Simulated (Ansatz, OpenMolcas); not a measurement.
Ansatz → OpenMolcas

Ansatz 0.2.0 runs this on triplet AlH2F:

molecule.yaml:
```yaml
crystal:
  periodic: [false, false, false]
  atoms:
    - {symbol: Al, position_ang: [0.019600, 0.032680, 0.000940]}
    - {symbol: H, position_ang: [1.546910, -0.017870, 0.014080]}
    - {symbol: H, position_ang: [-0.738990, 1.358820, -0.019420]}
    - {symbol: F, position_ang: [-0.827520, -1.373630, 0.004400]}
basis:
  gaussian:
    orbitals: STO-3G
magnetization:
  spin_polarized: true
  initial_magnetization: 2
hamiltonian:
  xc: {name: SVWN5}
accuracy: high
```

```bash
$ ansatz run molecule.yaml --threads 1 --pin off --max-ram 2610MiB --events-out events.jsonl --progress --plain --runs-dir runs
```

Geometry: a GFN2-xTB relaxation, a rough one for these elements and not checked as a minimum. That shape belongs to the parent species and isn't relaxed for this state.

It gives a total energy of -337.090729 Eh.

Q: Translate the job to OpenMolcas 26.06 as an input file of the program's own.

A: For example:

mol.inp:
```
* AlFH2 Kohn-Sham DFT
>>> EXPORT MOLCAS_PRINT=2
&GATEWAY
BasLib
$CurrDir
Coord
4
angstrom
Al       0.019600       0.032680       0.000940
H        1.546910      -0.017870       0.014080
H       -0.738990       1.358820      -0.019420
F       -0.827520      -1.373630       0.004400
Basis
STO-3G
Group
NoSym
&SEWARD
GridInput
Grid=UltraFine
End of Grid
&SCF
UHF
Spin
3
KSDFT
SVWN5
Thresholds
1e-10 1e-07 1e-07 1e-05
PrOrbitals
1 1
```

```bash
$ export MOLCAS_MEM=1860
$ pymolcas mol.inp > mol.log
```

(Basis files named in the input come from the Basis Set Exchange and aren't shown.)

Its energy is -337.090728 Eh, 0.001 mEh from the first.
